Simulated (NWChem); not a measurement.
# Basis-set convergence for ozone (O$_{3}$)

```xyz
3

O     -1.0889     0.0000    -0.2168
O      0.0000     0.0000     0.4335
O      1.0889     0.0000    -0.2168
```
Charge 0, spin multiplicity 1.

All runs are NWChem calculations. All single points use one geometry, from PBE/def2-SVP, a minimum by its harmonic frequencies.

Quantity: first vertical ionisation energy at the level G0W0@PBE.

The species is likely to have several important configurations.

Task: In def2-QZVP the value is 10.28 eV. Among def2-SVP, def2-TZVP, def2-TZVPP, def2-TZVPD, which is the smallest basis within 0.1 eV of it?

Result: No smaller set comes that close. def2-QZVP isn't the basis-set limit itself, and a small set can land close by cancellation.

```csv
basis,functions,first vertical ionisation energy (eV)
def2-SVP,42,10.98
def2-TZVP,93,11.45
def2-TZVPP,93,11.45
def2-TZVPD,120,11.41
def2-QZVP,171,10.28
```
